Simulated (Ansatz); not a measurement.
**BeBH (quintet): the correlation ladder, cc-pVDZ**

An exercise on one series of results from a longer session: the logs are not shown, and one member is left open.

Computed with Ansatz 0.2.0, Gaussian basis. Level: cc-pVDZ, core rule «outside noble gas», up to 2 orbitals frozen.

To be run: UHF; CCSD(T) on ROHF; CCSD(T) on UHF; BCCD(T) on ROHF; CISD as a restricted active space (open shells left free, so some higher excitations enter); CCSDT(Q) on ROHF; CCSDT(Q) on UHF; Full CI.

23 further runs of the same task are left out: 11 for a known fault of the program, 5 that didn't finish, 7 set aside as unsound or not needed. Runs told in other sessions of the task aren't counted.

## What is computed

The geometry is a PBE0/def2-TZVP stationary point (not a proven minimum) of the parent state, kept for this charge and spin.

3 atoms, charge 0, spin multiplicity 5.

Atoms are counted from 1 here; the program's logs count them from 0.

Bond lengths: B1–Be2 1.813 Å, B1–H3 1.189 Å. Angles: Be2–B1–H3 180.0°.

Geometry (Å):

```xyz
3

B     0.00000    0.00000    0.20781
Be    0.00000    0.00000   -1.60501
H     0.00000    0.00000    1.39720
```

The first run:

The input, in.yaml:

```yaml
crystal:
  periodic: [false, false, false]
  atoms:
    - {symbol: B, position_ang: [0.000000, 0.000000, 0.207806]}
    - {symbol: Be, position_ang: [0.000000, 0.000000, -1.605007]}
    - {symbol: H, position_ang: [0.000000, 0.000000, 1.397201]}
basis:
  gaussian: {orbitals: cc-pVDZ}
magnetization: {spin_polarized: true, initial_magnetization: 4}
hamiltonian: {xc: hf}
output: {orbitals: {seedname: orbitals}}
```

Run with:

```
$ ansatz run in.yaml --threads 1 --pin off --events-out ev --progress --plain --max-ram 2393MiB
```

Among the steps run: UHF; CCSD(T) on ROHF; CCSD(T) on UHF; BCCD(T) on ROHF; CISD as a restricted active space (open shells left free, so some higher excitations enter); CCSDT(Q) on ROHF; CCSDT(Q) on UHF; Full CI.

One of the session's tables, all rows but one given; the rest of the session is left out.

It belongs to the step «Misses and costs». 

```
   method  from FCI (kJ/mol)
     ROHF             +218.4
      UHF             +216.3
     RMP2              +59.9
     UMP2              +59.9
     CISD                  ?
    RCCSD               +7.5
    UCCSD               +7.5
 RCCSD(T)               +2.2
 UCCSD(T)               +2.2
  BCCD(T)               +2.3
   RCCSDT               +0.2
   UCCSDT               +0.1
RCCSDT(Q)                0.0
UCCSDT(Q)               -0.1
      FCI                  0
```

Estimate the missing values for CISD.

**Answer.** from FCI (kJ/mol): +10.0. In the column «from FCI (kJ/mol)» it lies between UCCSD (+7.5) and RMP2 (+59.9).

To keep in mind: Levels on UHF freeze UHF's core orbitals, full CI those of ROHF, so the U rows can settle a little off it for that reason alone. Restricted and unrestricted rows rest on different reference determinants; a gap between their highest levels can come from leftover correlation error, from unlike frozen cores or from another state.
